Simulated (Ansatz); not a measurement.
This Ansatz (an electronic-structure program) input (PBE0/cc-pV(T+d)Z) gives -399.26880 Eh with 67 basis functions. A basis named .json is the Basis Set Exchange file of that set (core-valence sets with the plain set on hydrogen).

Ansatz 0.2 input:
```yaml
crystal:
  periodic: [false, false, false]
  atoms:
    - {symbol: S, position_ang: [1.84252900, 0.00001300, -0.10154300]}
    - {symbol: H, position_ang: [1.82277900, -0.96181000, 0.83465000]}
    - {symbol: H, position_ang: [1.82187700, 0.96186000, 0.83462200]}
basis:
  gaussian:
    orbitals: cc-pV_T+d_Z.json
hamiltonian:
  xc: {name: PBE0}
magnetization: {spin_polarized: false}
```

Change:
```diff
- orbitals: cc-pV_T+d_Z.json
+ orbitals: def2-TZVPD
```

### Question
What does the run give now?

### Answer
-399.26256 Eh (PBE0/def2-TZVPD, 64 functions), a change of +6.24 mEh.
